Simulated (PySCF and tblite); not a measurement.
Values are calculated unless marked as measured or tabulated.
1,2-difluoroethane, C₂H₄F₂, numbered as in [F:1][CH2:2][CH2:3][F:4].

Geometries PBE0-D3(BJ)/def2-SVP; weights from B3LYP-D3(BJ)/def2-TZVP energies and GFN2-xTB thermal corrections, with symmetry numbers and mirror pairs. Conformers within 3 kcal/mol (GFN2-xTB free energy) were kept, 8 at most. Run with PySCF (density fitting) and tblite.

Torsions listed: F1–C2–C3–F4. Of a mirror pair one member is shown.

| conformer | shape | symmetry | E(GFN2) kcal/mol |
| --- | --- | --- | --- |
| 1 | 180° | C2h | 0.00 |
| 2 | 71° | C2 (pair) | 1.41 |

Task: Which of these conformers is the most populated at 298.15 K, and with what share?

Result: Conformer 2, about 91 %.

Task: Give the DFT energies and free energies relative to the lowest, and all weights.

Result: 
| conformer | shape | E(DFT) kcal/mol | G(298.15 K) kcal/mol | weight % |
| --- | --- | --- | --- | --- |
| 1 | 180° | 0.99 | 1.38 | 8.8 |
| 2 | 71° | 0.00 | 0.00 | 91.2 |

Task: How does its share change from 200 K to 400 K?

Result: From 96 % to 87 %; the mixing entropy goes from 1.66 to 1.96 cal/(mol K).
